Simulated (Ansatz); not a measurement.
# BSiH2+ (quintet): the correlation ladder, def2-TZVPP

One table from this session's results is given with a row withheld; the runs are named, their logs left out.

Computed with Ansatz 0.2.0, Gaussian basis. Level: def2-TZVPP, core rule «outside noble gas», up to 6 orbitals frozen.

The runs, in order: UHF; ROHF; CCSD(T) on UHF.

## The geometry

The geometry is a PBE0/def2-TZVP stationary point (not a proven minimum) of the parent state, kept for this charge and spin.

4 atoms, charge 1, spin multiplicity 5.

Atoms are counted from 1 here; the program's logs count them from 0.

Bond lengths: Si1–B2 1.915 Å, Si1–H3 1.512 Å, B2–H4 1.193 Å. Angles: B2–Si1–H3 126.7°, Si1–B2–H4 134.2°.

Coordinates:

```xyz
4

Si    0.0000   -0.0471    0.5518
B     0.0000   -0.0605   -1.3633
H     0.0000    1.1711    1.4474
H     0.0000    0.7893   -2.2001
```

The first run:

in.yaml reads:

```yaml
crystal:
  periodic: [false, false, false]
  atoms:
    - {symbol: Si, position_ang: [0.000000, -0.047060, 0.551810]}
    - {symbol: B, position_ang: [0.000000, -0.060513, -1.363344]}
    - {symbol: H, position_ang: [0.000000, 1.171072, 1.447364]}
    - {symbol: H, position_ang: [0.000000, 0.789266, -2.200146]}
basis:
  gaussian: {orbitals: def2-TZVPP}
total_charge: 1
magnetization: {spin_polarized: true, initial_magnetization: 4}
hamiltonian: {xc: hf}
output: {orbitals: {seedname: orbitals}}
```

Launch:

```console
$ ansatz run in.yaml --threads 1 --pin off --events-out ev --progress --plain --max-ram 4096MiB --backend cpu
```

Among the steps run: UHF; ROHF; CCSD(T) on UHF.

One of the session's tables, all rows but one given; the rest of the session is left out.

| method | from UCCSD(T) (meV) |
| --- | --- |
| ROHF | ? |
| UHF | +4539.2 |
| UMP2 | +1149.4 |
| UCCSD | +199.7 |
| UCCSD(T) | 0 |

**Question.** Estimate the row for ROHF.

As computed: from UCCSD(T) (meV): +4664.0. In the column «from UCCSD(T) (meV)» it is the highest.
